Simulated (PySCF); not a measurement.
Compound: C3H9OP.
Numbering: `[CH3:1][P:2]([CH3:3])([CH3:4])=[O:5]` (hydrogens: H6, H7, H8 on C1; H9, H10, H11 on C3; H12, H13, H14 on C4)

Method: PySCF, PBE0-D3(BJ)/def2-SVP geometry optimisation, gas phase; density fitting, grid level 1; the optimiser is geomeTRIC in internal coordinates, started from a GFN2-xTB structure with every atom displaced at random (about 0.01 Å).

Step 0: E = -14578.2690 eV
```
atom  x, y, z in Å  |  force x, y, z in eV/Å
C1      1.5773    0.5840   -0.2776   -1.913   0.919  -0.021
P2      0.1282   -0.2274    0.5342    0.066   0.823  -2.207
C3     -0.4560   -1.4991   -0.6659    0.782   0.403   1.371
C4     -1.1697    1.0487    0.5704   -1.387  -1.910  -0.011
O5      0.4574   -0.7724    1.8498    0.436  -0.927   2.150
H6      1.2855    0.9992   -1.2607    0.180  -0.112   0.107
H7      1.8977    1.4104    0.3674    0.077   0.045   0.107
H8      2.3670   -0.1152   -0.3763    1.101  -1.000  -0.161
H9     -1.3220   -1.9732   -0.2174   -0.484  -0.249   0.074
H10    -0.6756   -1.0716   -1.6165   -0.355   0.391  -1.161
H11     0.3422   -2.2421   -0.7482    0.123  -0.155  -0.077
H12    -1.4166    1.4283   -0.4099   -0.104   0.277  -0.678
H13    -0.9133    1.8469    1.2176    0.570   1.110   0.916
H14    -2.1064    0.5712    1.0024    0.906   0.385  -0.410
```

Step 1: E = -14578.3932 eV
```
atom  x, y, z in Å  |  force x, y, z in eV/Å
C1      1.5585    0.6103   -0.2811    0.286  -0.562  -0.049
P2      0.1412   -0.1803    0.5287    0.022  -0.084   0.203
C3     -0.4117   -1.4425   -0.6522   -0.134   0.092  -0.167
C4     -1.2340    0.9993    0.5639    0.633   0.526   0.103
O5      0.4412   -0.7170    1.8976    0.075   0.045  -0.200
H6      1.3223    1.0152   -1.2744   -0.032   0.013  -0.033
H7      1.9902    1.3935    0.3566   -0.016  -0.028   0.047
H8      2.2934   -0.2221   -0.3861   -0.118   0.517  -0.007
H9     -1.3591   -1.8286   -0.2510   -0.037  -0.143  -0.080
H10    -0.5842   -1.0309   -1.6645    0.038  -0.085   0.186
H11     0.3107   -2.2691   -0.7000    0.035   0.018   0.021
H12    -1.5479    1.3692   -0.4258   -0.021  -0.087   0.098
H13    -0.8959    1.8560    1.1972   -0.412  -0.440  -0.240
H14    -2.0289    0.4346    1.0605   -0.319   0.218   0.117
```

Q: Estimate the geometry and energy of step 2. (The exact step hangs on the optimiser's Hessian estimate; all steps are aligned on step 1, rigid shifts and turns removed.)

A: E = -14578.4468 eV, largest force 0.219 eV/Å
```
atom  x, y, z in Å  |  force x, y, z in eV/Å
C1      1.5538    0.5999   -0.2805    0.029  -0.163  -0.072
P2      0.1385   -0.1987    0.5337   -0.038  -0.066   0.137
C3     -0.4171   -1.4626   -0.6536   -0.125   0.060   0.028
C4     -1.2199    1.0148    0.5718    0.217   0.022   0.024
O5      0.4601   -0.7399    1.8937    0.024   0.011  -0.090
H6      1.3024    1.0170   -1.2665   -0.017   0.032   0.005
H7      1.9652    1.3836    0.3699   -0.040   0.028   0.029
H8      2.3230   -0.1807   -0.4048   -0.013   0.106   0.003
H9     -1.3597   -1.8840   -0.2729    0.015  -0.038  -0.024
H10    -0.5875   -1.0500   -1.6597    0.015  -0.005   0.012
H11     0.3232   -2.2734   -0.7034    0.047   0.027   0.016
H12    -1.5188    1.3804   -0.4206   -0.014  -0.031  -0.034
H13    -0.9018    1.8660    1.1949   -0.062  -0.060  -0.012
H14    -2.0657    0.5153    1.0673   -0.038   0.078  -0.023
```

The energy changes by -0.0536 eV. The first-order estimate −F·Δx gives -0.0848 eV and the mean of the old and new forces, exact on a quadratic surface, -0.0534 eV. The step makes an angle of 66° with the force vector and moves no atom by more than 0.089 Å.

The cost below is that of the whole optimisation. Time: 37 s; peak memory 0.49 GiB. Hardware: an Arm Neoverse V1 with one thread, on a shared host.
